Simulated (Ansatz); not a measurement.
System: Li, charge -1, multiplicity 1.

Parts of the frozen-core correlation energy in STO-3G (Ansatz, a program for electronic structure, hartree). Frozen orbitals: 1; correlated occupied orbitals by spin: 1 and 1; virtual: 3 and 3. No spin-orbit coupling. No relativistic terms. The restricted reference is unstable.

```
term                          value
-------------------------  --------
reference (HF)             -7.21327
MP2 opposite-spin          -0.01768
MP2 same-spin                     …
CCSD correlation                  …
(T)                               …
T1 diagnostic                 0.000
largest doubles amplitude     0.221
```

Task: Some entries are withheld; supply them.

Result: 
- MP2 same-spin, value: 0.00000
- CCSD correlation, value: -0.04026
- (T), value: 0.00000
